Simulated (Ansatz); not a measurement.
# B2H3S radical (SMILES B[B]S): functionals against CCSD(T) at one geometry

Aim: energy, forces and dipole at a structure displaced at random from a GFN2-xTB minimum, from CCSD(T) and from density functionals.

Method: single points in def2-TZVPP; program: Ansatz 0.2.0, Gaussian basis.

Cores are frozen in the correlated methods. Orbitals are unrestricted. B3LYP uses VWN-RPA correlation.

## Step 1: The system as given

SMILES `B[B]S`, 6 atoms, charge 0, spin multiplicity 2.

Atoms are counted from 1 here; the program's logs count them from 0.

Bond lengths: B1–B2 1.518 Å, B1–H4 1.203 Å, B1–H5 1.178 Å, B2–S3 1.717 Å, S3–H6 1.362 Å. Angles: B2–B1–H4 122.3°, B2–B1–H5 122.5°, H4–B1–H5 115.1°, B1–B2–S3 175.9°, B2–S3–H6 101.9°.

Geometry (Å):

```xyz
6

B    -1.0214    0.2409   -0.5629
B     0.1531   -0.2356    0.2731
S     1.4068   -0.8580    1.2669
H    -1.2629   -0.2135   -1.6503
H    -1.7214    1.1260   -0.2253
H     2.4699   -0.0966    0.8868
```

## Step 2: CCSD(T)/def2-TZVPP

File run/in.yaml:

```yaml
crystal:
  periodic: [false, false, false]
  atoms:
    - {symbol: B, position_ang: [-1.021400, 0.240900, -0.562900]}
    - {symbol: B, position_ang: [0.153100, -0.235600, 0.273100]}
    - {symbol: S, position_ang: [1.406800, -0.858000, 1.266900]}
    - {symbol: H, position_ang: [-1.262900, -0.213500, -1.650300]}
    - {symbol: H, position_ang: [-1.721400, 1.126000, -0.225300]}
    - {symbol: H, position_ang: [2.469900, -0.096600, 0.886800]}
basis:
  gaussian: {orbitals: def2-TZVPP}
magnetization: {spin_polarized: true, initial_magnetization: 1}
correlation: {method: ccsd_t}
scf: {omitted_lower_state_checks: [cluster_reference]}
output: {forces: true}
```

The command line of these runs was not kept.

## Step 3: PBE0-D4/def2-TZVPP

Edit run/in.yaml of step 2 so:

```diff
@@ -12,4 +12,3 @@
 magnetization: {spin_polarized: true, initial_magnetization: 1}
-correlation: {method: ccsd_t}
-scf: {omitted_lower_state_checks: [cluster_reference]}
-output: {forces: true}
+hamiltonian: {xc: pbe0, dispersion: d4}
+output: {forces: true, orbitals: {seedname: orbitals}}
```

## Step 4: wB97M-V/def2-TZVPP

Edit run/in.yaml of step 3 so:

```diff
@@ -12,3 +12,3 @@
 magnetization: {spin_polarized: true, initial_magnetization: 1}
-hamiltonian: {xc: pbe0, dispersion: d4}
-output: {forces: true, orbitals: {seedname: orbitals}}
+hamiltonian: {xc: {name: wB97M-V}}
+output: {forces: true}
```

## Step 5: r2SCAN-D4/def2-TZVPP

Edit run/in.yaml of step 4 so:

```diff
@@ -12,3 +12,3 @@
 magnetization: {spin_polarized: true, initial_magnetization: 1}
-hamiltonian: {xc: {name: wB97M-V}}
+hamiltonian: {xc: r2scan, dispersion: d4}
 output: {forces: true}
```

## Step 6: PBE-D4/def2-TZVPP

Edit run/in.yaml of step 5 so:

```diff
@@ -12,3 +12,3 @@
 magnetization: {spin_polarized: true, initial_magnetization: 1}
-hamiltonian: {xc: r2scan, dispersion: d4}
+hamiltonian: {xc: pbe, dispersion: d4}
 output: {forces: true}
```

## Step 7: B3LYP-D4/def2-TZVPP

Edit run/in.yaml of step 6 so:

```diff
@@ -12,3 +12,3 @@
 magnetization: {spin_polarized: true, initial_magnetization: 1}
-hamiltonian: {xc: pbe, dispersion: d4}
+hamiltonian: {xc: {name: B3LYP}, dispersion: d4}
 output: {forces: true}
```

## Step 8: BLYP-D4/def2-TZVPP

Edit run/in.yaml of step 7 so:

```diff
@@ -12,3 +12,3 @@
 magnetization: {spin_polarized: true, initial_magnetization: 1}
-hamiltonian: {xc: {name: B3LYP}, dispersion: d4}
+hamiltonian: {xc: {name: BLYP}, dispersion: d4}
 output: {forces: true}
```

(Steps that only read results are left out.)

Q: Predict the outcome of this session. Wanted: energy less free atoms, CCSD(T)/def2-TZVPP; RMS force component; RMS force error; HOMO and LUMO, PBE0-D4; T1 diagnostic.

As calculated:

| quantity | value |
| --- | --- |
| energy less free atoms, CCSD(T)/def2-TZVPP | -1828.4 kJ/mol |
| RMS force component | 0.519 to 0.662 eV/Å over the methods |
| RMS force error | PBE0-D4 0.134, wB97M-V 0.106, r2SCAN-D4 0.150, PBE-D4 0.218, B3LYP-D4 0.139, BLYP-D4 0.199 eV/Å |
| HOMO and LUMO, PBE0-D4 | -6.46 and -3.03 eV |
| T1 diagnostic | 0.018 |

What this shows: Against CCSD(T) the functionals' energies less atoms differ by -131.3 to -83.6 kJ/mol, PBE-D4 by -131.3 kJ/mol. CCSD(T) in triple zeta still lacks some correlation energy of the bonds, so part of these gaps is its own basis error and they don't rank the functionals. The forces of wB97M-V come nearest to CCSD(T), those of PBE-D4 are farthest. Frozen-core CCSD(T) forces in triple zeta carry basis errors of their own, and this is one geometry, so small gaps rank nothing.
